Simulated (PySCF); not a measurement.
# Working out the ionisation energy of C

C [He] 2s2 2p2 (3P) → C⁺ [He] 2s2 2p1 (2P). All numbers are calculated (PySCF 2.14, no relativity, point nucleus, in cc-pVDZ (3s2p1d, 14 functions)). Frozen: 1s2. Energies in hartree (1 hartree = 27.21139 eV):

```
            part   C (lower)  C⁺ (upper)
             UHF  -37.686544  -37.289528
CCSD correlation   -0.072906   -0.066711
             (T)   -0.000926   -0.000653
```

Problem. What does Hartree-Fock give?

Solution. (-37.289528) − (-37.686544) = 0.397016 hartree = 10.803 eV.

Problem. What do CCSD and CCSD(T) give?

Solution. The CCSD correlation energies differ by 0.006195 hartree = 0.169 eV and the triples by 0.000273 hartree = 0.007 eV, so CCSD gives 10.972 eV and CCSD(T) 10.979 eV.

Measured between the centres of the two terms (NIST): 11.262 eV, so CCSD(T) (valence) is off by -0.283 eV.

A double-zeta basis recovers only part of the correlation energy.

What remains against the reference includes basis incompleteness, the frozen core and higher excitations.
